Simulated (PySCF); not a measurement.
System: dimethylamine, C$_{2}$H$_{7}$N (charge 0, singlet). 
Geometry from a B3LYP-D3(BJ)/def2-TZVP (Ansatz) optimisation:
```
N
H 1 1.0122
C 1 1.4533 2 109.85
H 3 1.0907 1 109.81 2 53.61
H 3 1.0928 4 107.72 1 -119.03
H 3 1.1029 4 108.38 5 -115.97
C 1 1.4533 2 109.85 3 -124.94
H 7 1.0907 1 109.81 2 -53.61
H 7 1.0928 8 107.72 1 119.03
H 7 1.1029 8 108.38 9 115.97
```
Charge 0, spin multiplicity 1.

Dispersion corrections to the total energy (kcal/mol) from the dftd3 and dftd4 libraries through PySCF: D3(BJ) without and D4 with the three-body term, each with the damping fitted for the functional named.

| functional | D3(BJ) | D4 |
|---|---|---|
| CAM-B3LYP | [?] | -2.27 |
| B3LYP | -5.37 | [?] |
| TPSSh | -3.57 | -3.48 |
| B2PLYP | [?] | -1.96 |
| TPSS | -3.97 | -3.84 |
| BHLYP | -3.97 | -2.90 |
| r2SCAN | -0.86 | -0.70 |

Q: What belongs in the gaps?

A: 
- CAM-B3LYP, D3(BJ): -2.20
- B3LYP, D4: -4.50
- B2PLYP, D3(BJ): -2.32
